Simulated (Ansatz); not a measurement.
# Worked example: correlation energy of HAl–C–O, triplet

Geometry: a PBE0/def2-TZVP stationary point for this spin, not checked as a minimum.

```yaml
atoms:
  - { symbol: Al, position_ang: [0.0000, -0.1061, 1.2725] }
  - { symbol: C, position_ang: [0.0000, 0.0837, -0.6437] }
  - { symbol: O, position_ang: [0.0000, 0.0363, -1.7922] }
  - { symbol: H, position_ang: [0.0000, 1.2690, 2.0556] }
```

Basis cc-pVTZ; Ansatz 0.2.0. Correlated methods freeze the noble-gas cores, which leaves 14 electrons in 101 orbitals. Prefix R: restricted or restricted open-shell reference; prefix U: unrestricted.

Full CI isn't at hand for all of this; UCCSDT(Q) serves as the reference, and is uncertain by about the last step of the cluster series.

Runs differ by some tens of microhartree through their thresholds and, for an open shell, their frozen cores, so steps under 0.03 kcal/mol mean nothing.

| level | total energy (hartree) |
| --- | --- |
| UHF | -355.223954 |
| UMP2 | -355.642299 |
| UCCSD | -355.656199 |
| UCCSD(T) | -355.677087 |
| UCCSDT | -355.677960 |
| UCCSDT(Q) | -355.679491 |

**Question.** What is the correlation energy at UCCSDT(Q), and what share of it do UMP2 and UCCSDT recover?

**Answer.** E(corr) = -355.679491 − (-355.223954) = -0.455537 hartree = -12.396 eV. UMP2: -0.418345 / -0.455537 = 91.84 %. UCCSDT: -0.454006 / -0.455537 = 99.66 %.

**Question.** By how many kcal/mol does UCCSD(T) miss UCCSDT(Q) (1 hartree = 627.509 kcal/mol), and which steps make up the rest?

**Answer.** -355.677087 − (-355.679491) = 0.002404 hartree = 1.51 kcal/mol. Steps: UCCSDT − UCCSD(T) = -0.55, UCCSDT(Q) − UCCSDT = -0.96 kcal/mol. Differences between like states or geometries often cancel part of this.
